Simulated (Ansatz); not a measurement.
# CH₄OSi (SMILES C[SiH]=O): functionals against CCSD(T) at one geometry

The task here is to estimate one member of a computed series from the others.

Program: Ansatz 0.2.0, Gaussian basis. Level of theory: single points in def2-TZVPP. These are calculated values, not measurements.

Cores are frozen in the correlated methods.

## Starting geometry

SMILES `C[SiH]=O`, 7 atoms, charge 0, spin multiplicity 1.

Atoms are counted from 1 here; the program's logs count them from 0.

Bond lengths: C1–Si2 1.872 Å, C1–H4 1.091 Å, C1–H5 1.109 Å, C1–H6 1.091 Å, Si2–O3 1.495 Å, Si2–H7 1.418 Å. Angles: Si2–C1–H4 108.8°, Si2–C1–H5 107.8°, Si2–C1–H6 114.6°, H4–C1–H5 111.5°, H4–C1–H6 104.6°, H5–C1–H6 109.6°, C1–Si2–O3 126.1°, C1–Si2–H7 108.5°, O3–Si2–H7 125.3°.

As a file:

```xyz
7

C    -0.6756    0.4294   -0.1972
Si    0.8271   -0.5999    0.2355
O     1.3628   -1.7513   -0.5543
H    -0.5022    0.9187   -1.1569
H    -1.5515   -0.2497   -0.2396
H    -0.8808    1.2470    0.4947
H     1.4112   -0.0713    1.4140
```

The first run:

Input file run/in.yaml:

```yaml
crystal:
  periodic: [false, false, false]
  atoms:
    - {symbol: C, position_ang: [-0.675600, 0.429400, -0.197200]}
    - {symbol: Si, position_ang: [0.827100, -0.599900, 0.235500]}
    - {symbol: O, position_ang: [1.362800, -1.751300, -0.554300]}
    - {symbol: H, position_ang: [-0.502200, 0.918700, -1.156900]}
    - {symbol: H, position_ang: [-1.551500, -0.249700, -0.239600]}
    - {symbol: H, position_ang: [-0.880800, 1.247000, 0.494700]}
    - {symbol: H, position_ang: [1.411200, -0.071300, 1.414000]}
basis:
  gaussian: {orbitals: def2-TZVPP}
correlation: {method: ccsd_t}
output: {forces: true}
```

The command line of these runs was not kept.

Steps of the session up to this table: CCSD(T)/def2-TZVPP; PBE0-D4/def2-TZVPP; wB97M-V/def2-TZVPP; r2SCAN-D4/def2-TZVPP; PBE-D4/def2-TZVPP; wB97X-V/def2-TZVPP; SPW92/def2-TZVPP.

One of the session's tables, all rows but one given; the rest of the session is left out.

```
   method  RMS force component (eV/Å)  angle to CCSD(T) forces (°)  dipole (D)
  CCSD(T)                       0.706                    reference        4.02
  PBE0-D4                       0.628                         13.8        4.17
  wB97M-V                       0.605                         10.9        4.19
r2SCAN-D4                       0.684                          7.7        4.06
   PBE-D4                           ?                            ?           ?
  wB97X-V                       0.612                         13.3        4.26
    SPW92                       0.758                         17.5        4.02
```

Q: Estimate the row for PBE-D4 from the others.

As computed: RMS force component (eV/Å): 0.841; angle to CCSD(T) forces (°): 8.1; dipole (D): 3.92. In the column «RMS force component (eV/Å)» it is the highest.
